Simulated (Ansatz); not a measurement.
# CH6Si (singlet): wave-function methods side by side at a displaced geometry (v1), cc-pVDZ

Aim: climb from Hartree-Fock through coupled cluster and multireference methods for CH6Si (singlet) at one geometry and basis, and see what each rung misses.

Method: cc-pVDZ, core rule «outside noble gas», up to 6 orbitals frozen; program: Ansatz 0.2.0, Gaussian basis.

The runs, in order: UHF; CCSD(T) on RHF; BCCD(T) on RHF; CISD; CCSDT(Q) on RHF; CASSCF and NEVPT2, 8 electrons in 8 orbitals.

9 further runs of the same task are left out: 1 that didn't finish, 8 set aside as unsound or not needed.

## 1. What is computed

The geometry is a PBE0/def2-TZVP stationary point (not a proven minimum) with its atoms shifted at random (size 0.040 Å).

8 atoms, charge 0, spin multiplicity 1.

Atoms are counted from 1 here; the program's logs count them from 0.

Bond lengths: Si1–C2 1.870 Å, Si1–H3 1.514 Å, Si1–H4 1.499 Å, Si1–H5 1.587 Å, C2–H6 1.081 Å, C2–H7 1.112 Å, C2–H8 1.109 Å. Angles: C2–Si1–H3 108.9°, C2–Si1–H4 112.9°, C2–Si1–H5 112.6°, H3–Si1–H4 110.9°, H3–Si1–H5 105.3°, H4–Si1–H5 105.8°, Si1–C2–H6 109.6°, Si1–C2–H7 110.6°, Si1–C2–H8 113.3°, H6–C2–H7 112.9°, H6–C2–H8 106.3°, H7–C2–H8 104.1°.

## 2. UHF

Input file in.yaml:

```yaml
crystal:
  periodic: [false, false, false]
  atoms:
    - {symbol: Si, position_ang: [-0.598618, 0.000798, 0.008393]}
    - {symbol: C, position_ang: [1.271749, -0.006728, -0.003957]}
    - {symbol: H, position_ang: [-1.084560, 1.433359, -0.039733]}
    - {symbol: H, position_ang: [-1.176936, -0.721772, 1.187479]}
    - {symbol: H, position_ang: [-1.220906, -0.696416, -1.274737]}
    - {symbol: H, position_ang: [1.630861, -1.026256, -0.035210]}
    - {symbol: H, position_ang: [1.670149, 0.565305, 0.862331]}
    - {symbol: H, position_ang: [1.707180, 0.503729, -0.886860]}
basis:
  gaussian: {orbitals: cc-pVDZ}
magnetization: {spin_polarized: true, initial_magnetization: 0}
hamiltonian: {xc: hf}
output: {orbitals: {seedname: orbitals}}
```

Launch:

```sh
> ansatz run in.yaml --threads 1 --pin off --events-out ev --progress --plain --max-ram 2393MiB
```

After this run come: CCSD(T) on RHF; BCCD(T) on RHF; CISD; CCSDT(Q) on RHF; CASSCF and NEVPT2, 8 electrons in 8 orbitals.

Before running them: what should the planned runs give, taken together? Wanted: RCCSDT(Q) below the RHF energy; RMP2 from RCCSDT(Q); RCCSD from RCCSDT(Q); RCCSD(T) from RCCSDT(Q); NEVPT2 frontier from RCCSDT(Q); T1 diagnostic.

As calculated:

```
                         quantity                      value
   RCCSDT(Q) below the RHF energy                 -8.4695 eV
              RMP2 from RCCSDT(Q)                +1407.7 meV
             RCCSD from RCCSDT(Q)                 +228.5 meV
          RCCSD(T) from RCCSDT(Q)                  +33.2 meV
   NEVPT2 frontier from RCCSDT(Q)                +1507.2 meV
levels within 1 kcal/mol (43 meV)  RCCSD(T), BCCD(T), RCCSDT
                    T1 diagnostic                      0.009
```

**Reading.** RCCSD(T) lands +33.2 meV from the yardstick (0.4 % of the correlation energy). These misses are within one basis, not against nature.
